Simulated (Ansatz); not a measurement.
**PPPAs tetrahedron (AsP3): a spread of methods and bases**

How do the results and run time of PPPAs tetrahedron (AsP3) respond when the settings are drawn wide?

Method: the settings change from run to run; program: Ansatz 0.2.0, Gaussian basis.

## 1. The relaxed structure

The geometry comes from an earlier relaxation with r2SCAN-D4/def2-SVP; it is a stationary point.

4 atoms, charge 0, spin multiplicity 1.

Atoms are counted from 1 here; the program's logs count them from 0.

Bond lengths: P1–P2 2.216 Å, P1–P3 2.216 Å, P1–As4 2.324 Å, P2–P3 2.216 Å, P2–As4 2.324 Å, P3–As4 2.324 Å. Angles: P2–P1–P3 60.0°, P2–P1–As4 61.5°, P3–P1–As4 61.5°, P1–P2–P3 60.0°, P1–P2–As4 61.5°, P3–P2–As4 61.5°, P1–P3–P2 60.0°, P1–P3–As4 61.5°, P2–P3–As4 61.5°, P1–As4–P2 57.0°, P1–As4–P3 57.0°, P2–As4–P3 57.0°.

Geometry (Å):

| atom | x (Å) | y (Å) | z (Å) |
| --- | --- | --- | --- |
| P1 | -0.4262 | -0.2246 | 1.2806 |
| P2 | 0.1059 | -1.2088 | -0.6323 |
| P3 | 1.2464 | 0.5616 | 0.0578 |
| As4 | -0.9260 | 0.8718 | -0.7061 |

## 2. r2SCAN50/cc-pVTZ-DK

This run has charge -1, multiplicity 2, restricted open-shell orbitals.

Contents of in.yaml:

```yaml
crystal:
  periodic: [false, false, false]
  atoms:
    - {symbol: P, position_ang: [-0.426226, -0.224638, 1.280641]}
    - {symbol: P, position_ang: [0.105888, -1.208764, -0.632305]}
    - {symbol: P, position_ang: [1.246364, 0.561569, 0.057799]}
    - {symbol: As, position_ang: [-0.926016, 0.871833, -0.706145]}
basis:
  gaussian: {orbitals: cc-pVTZ-DK}
total_charge: -1
magnetization: {spin_polarized: false, initial_magnetization: 1}
hamiltonian: {xc: {name: r2SCAN50}}
scf: {omitted_lower_state_checks: [starts]}
output: {forces: true}
```

Started as:

```console
$ ansatz run in.yaml --threads 4 --pin off --events-out ev --progress --plain --max-ram 3916MiB
```

The program printed, shortened:

```text
Functional definition: r2SCAN50
  name "r2SCAN50"
  cite "Bursch, Neugebauer, Ehlert & Grimme, J. Chem. Phys. 156, 134105 (2022) doi:10.1063/5.0086040"
  cite "Furness, Kaplan, Ning, Perdew & Sun, J. Phys. Chem. Lett. 11, 8208 (2020) doi:10.1021/acs.jpclett.0c02405"
  cite "Furness, Kaplan, Ning, Perdew & Sun, J. Phys. Chem. Lett. 11, 9248 (2020) doi:10.1021/acs.jpclett.0c03077"
  parent r2scan
[...]
901 factors; integrals over basis functions are off by at most 6.1e-4 eV
[...]
mean field -89449.41064798 eV, -3287.2052103250 hartree, gradient 2.0e-7 eV, S^2 0.750000; 0 other end points of the search recorded, 0 dependent functions left out
[...]
reference -89449.41065357 eV, -3287.2052105307 hartree; 40, 39 occupied and 105, 106 virtual orbitals, 901 factors
Total energy: -89449.41065357 eV, -3287.2052105307 hartree
Relativity: scalar
Atom 0 at    -0.426226    -0.224638     1.280641 Å, force     0.379876     0.144032    -1.116122 eV/Å
Atom 1 at     0.105888    -1.208764    -0.632305 Å, force     1.787349    -2.636550     0.749416 eV/Å
Atom 2 at     1.246364     0.561569     0.057799 Å, force    -1.058844    -0.533090    -0.063380 eV/Å
Atom 3 at    -0.926016     0.871833    -0.706145 Å, force    -1.108381     3.025608     0.430086 eV/Å
Dipole moment:    -0.115359     0.163721    -0.052517 e Å
Checks for a lower state left out: starts
```

It took 36 s on 4 threads of Arm Neoverse V1, shared host.

Largest force 3.272 eV/Å.

## 3. SPW92/def2-mTZVP

Options: a point charge of 1.00 e beside it.

in.yaml, as its differences from that of step 2:

```diff
@@ -8,6 +8,4 @@
 basis:
-  gaussian: {orbitals: cc-pVTZ-DK}
-total_charge: -1
-magnetization: {spin_polarized: false, initial_magnetization: 1}
-hamiltonian: {xc: {name: r2SCAN50}}
+  gaussian: {orbitals: def2-mTZVP, point_charges: [{charge: 1.00, position_ang: [4.141, 0.230, -0.743]}]}
+hamiltonian: {xc: {name: SPW92}}
 scf: {omitted_lower_state_checks: [starts]}
```

Same command.

The program printed, shortened:

```text
Functional definition: SPW92
  name "SPW92"
  cite "Dirac, Proc. Camb. Phil. Soc. 26, 376 (1930) doi:10.1017/S0305004100016108"
  cite "Slater, Phys. Rev. 81, 385 (1951) doi:10.1103/PhysRev.81.385"
  cite "Perdew & Wang, Phys. Rev. B 45, 13244 (1992) doi:10.1103/PhysRevB.45.13244"
[...]
1021 factors; their error is unknown
[...]
mean field -88518.62533040 eV, -3252.9994808130 hartree, gradient 2.2e-5 eV, S^2 0.000000; 0 other end points of the search recorded, 0 dependent functions left out
[...]
reference -88518.62535785 eV, -3252.9994818219 hartree; 39, 39 occupied and 63, 63 virtual orbitals, 1021 factors
Total energy: -88518.62535785 eV, -3252.9994818219 hartree
Atom 0 at    -0.426226    -0.224638     1.280641 Å, force     0.346563     0.014017    -0.004559 eV/Å
Atom 1 at     0.105888    -1.208764    -0.632305 Å, force    -0.168045    -0.081534    -0.020404 eV/Å
Atom 2 at     1.246364     0.561569     0.057799 Å, force     0.183623    -0.097969    -0.126296 eV/Å
Atom 3 at    -0.926016     0.871833    -0.706145 Å, force     0.329618     0.037873    -0.073648 eV/Å
Dipole moment:    -0.960856    -0.062308     0.058843 e Å
Checks for a lower state left out: starts
```

Run time: 0.65 s. Hardware: 4 threads of Arm Neoverse V1, shared host.

Largest force 0.347 eV/Å, dipole 4.63 D.

## 4. PBE-QIDH/def2-SVPD

Set apart from the defaults: the search for lower states set to light.

in.yaml, as its differences from that of step 3:

```diff
@@ -8,5 +8,5 @@
 basis:
-  gaussian: {orbitals: def2-mTZVP, point_charges: [{charge: 1.00, position_ang: [4.141, 0.230, -0.743]}]}
-hamiltonian: {xc: {name: SPW92}}
-scf: {omitted_lower_state_checks: [starts]}
+  gaussian: {orbitals: def2-SVPD}
+hamiltonian: {xc: {name: PBE-QIDH}}
+scf: {lower_state_search: light}
 output: {forces: true}
```

Same command.

The program printed, shortened:

```text
Functional definition: PBE-QIDH
  name "PBE-QIDH"
  cite "Brémond, Sancho-García, Pérez-Jiménez & Adamo, J. Chem. Phys. 141, 031101 (2014) doi:10.1063/1.4890314"
  cite "Perdew, Burke & Ernzerhof, Phys. Rev. Lett. 77, 3865 (1996) doi:10.1103/PhysRevLett.77.3865"
[...]
1007 factors; integrals over basis functions are off by at most 5.0e-4 eV
[...]
mean field -88652.10665390 eV, -3257.9048289746 hartree, gradient 1.6e-6 eV, S^2 0.000000; 0 other end points of the search recorded, 0 dependent functions left out
24 core orbitals not correlated: weight in the atoms' cores, before any rotation towards them, 1.000 or more for the frozen orbitals, at most 0.000 for the correlated occupied ones
reference -88652.10666363 eV, -3257.9048293324 hartree; 15, 15 occupied and 71, 71 virtual orbitals, 1007 factors
second order -18.85524231 eV of doubles, -0.00000000 eV of singles
[...]
Total energy: -88658.39174440 eV, -3258.1358017906 hartree
Atom 0 at    -0.426226    -0.224638     1.280641 Å, force     0.075153     0.024970    -0.188179 eV/Å
Atom 1 at     0.105888    -1.208764    -0.632305 Å, force    -0.005946     0.174961     0.104289 eV/Å
Atom 2 at     1.246364     0.561569     0.057799 Å, force    -0.179976    -0.095385    -0.001007 eV/Å
Atom 3 at    -0.926016     0.871833    -0.706145 Å, force     0.110769    -0.104546     0.084896 eV/Å
Dipole moment:    -0.058294     0.054885    -0.044455 e Å
```

It took 4.7 s on 4 threads of Arm Neoverse V1, shared host.

Largest force 0.204 eV/Å, dipole 0.44 D.

## 5. PBE0-DH/def2-SVPD

This run has a point charge of 2.00 e beside it.

in.yaml, as its differences from that of step 4:

```diff
@@ -8,5 +8,4 @@
 basis:
-  gaussian: {orbitals: def2-SVPD}
-hamiltonian: {xc: {name: PBE-QIDH}}
-scf: {lower_state_search: light}
-output: {forces: true}
+  gaussian: {orbitals: def2-SVPD, point_charges: [{charge: 2.00, position_ang: [5.467, -0.166, -0.283]}]}
+hamiltonian: {xc: {name: PBE0-DH}}
+scf: {omitted_lower_state_checks: [starts]}
```

The command is unchanged.

The program printed, shortened:

```text
Functional definition: PBE0-DH
  name "PBE0-DH"
  cite "Brémond & Adamo, J. Chem. Phys. 135, 024106 (2011) doi:10.1063/1.3604569"
  cite "Perdew, Burke & Ernzerhof, Phys. Rev. Lett. 77, 3865 (1996) doi:10.1103/PhysRevLett.77.3865"
[...]
1007 factors; integrals over basis functions are off by at most 5.0e-4 eV
[...]
mean field -88668.71170108 eV, -3258.5150532031 hartree, gradient 2.4e-6 eV, S^2 0.000000; 0 other end points of the search recorded, 0 dependent functions left out
24 core orbitals not correlated: weight in the atoms' cores, before any rotation towards them, 1.000 or more for the frozen orbitals, at most 0.000 for the correlated occupied ones
reference -88668.71171863 eV, -3258.5150538482 hartree; 15, 15 occupied and 71, 71 virtual orbitals, 1007 factors
second order -20.93202258 eV of doubles, -0.00000000 eV of singles
Total energy: -88671.32822145 eV, -3258.6112085533 hartree
Checks for a lower state left out: starts
```

It took 2.2 s on 4 threads of Arm Neoverse V1, shared host.

## 6. The runs in one table

| level | charge | multiplicity | geometry | functions | energy (eV) | time |
| --- | --- | --- | --- | --- | --- | --- |
| r2SCAN50/cc-pVTZ-DK | -1 | 2 | relaxed | 145 | -89449.411 | 36 s |
| SPW92/def2-mTZVP | 0 | 1 | relaxed, point charge | 102 | -88518.625 | 0.65 s |
| PBE-QIDH/def2-SVPD | 0 | 1 | relaxed | 110 | -88658.392 | 4.7 s |
| PBE0-DH/def2-SVPD | 0 | 1 | relaxed, point charge | 110 | -88671.328 | 2.2 s |

## 7. Results

```
quantity                      value
    runs                          4
quickest   SPW92/def2-mTZVP, 0.65 s
 slowest  r2SCAN50/cc-pVTZ-DK, 36 s
```

The runs differ in state or geometry as well as level, so their energies can't be set against each other. Run time spans a factor of 55, from SPW92/def2-mTZVP to r2SCAN50/cc-pVTZ-DK. The jobs differ in tasks and options as well as level. At the r2SCAN-D4/def2-SVP geometry and in the same state, runs without warnings or point charges leave forces up to 0.20 eV/Å (PBE-QIDH/def2-SVPD).
